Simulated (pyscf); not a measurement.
H₃C–CH₂–ZnH + hydrogen (H₂) -> H₃C–CH₂–ZnH + hydrogen (H₂) (four-centre exchange; singlet surface; H–Zn, H–H broken, H–Zn, H–H formed). PySCF, gas phase, ωB97X-D3(BJ)/def2-SVP geometries. Energies in eV from the separated reactants.

| level | barrier | reaction energy |
|---|---|---|
| PBE/def2-TZVP | ? | 0.00 |
| r²SCAN/def2-TZVP | 1.47 | 0.00 |
| B3LYP-D3(BJ)/def2-TZVP | 1.66 | 0.00 |
| PBE0-D3(BJ)/def2-TZVP | 1.51 | 0.00 |
| ωB97M-D3(BJ)/def2-TZVP | 1.69 | 0.00 |
| HF/def2-TZVP | ? | 0.00 |

Complete the blanks.


- PBE/def2-TZVP, barrier: 1.46
- HF/def2-TZVP, barrier: 2.14

The functionals in the table span 0.22 eV in this barrier, from PBE to ωB97M-D3(BJ)/def2-TZVP. At the saddle there is also a short H–Zn contact that neither side keeps. One saddle was located; it need not be the lowest between these sides. Elements up to Kr have no core potential and no relativistic terms here.
